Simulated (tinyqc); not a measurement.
Worked calculation: RHF in the sto-3g basis, for LiH, spin multiplicity 1. One step of it, computed by the program tinyqc.

Question. Iteration 2: DIIS coefficients. Solve [B -1; -1 0][c; lambda] = [0; -1] for the coefficients, which sum to one.

B (overlaps of the stored error matrices):
```
,1,2
1,9.7122251e-02,1.2667093e-02
2,1.2667093e-02,2.0091873e-03
```

Give: DIIS coefficients.

Answer.

DIIS coefficients: -0.1444  1.1444
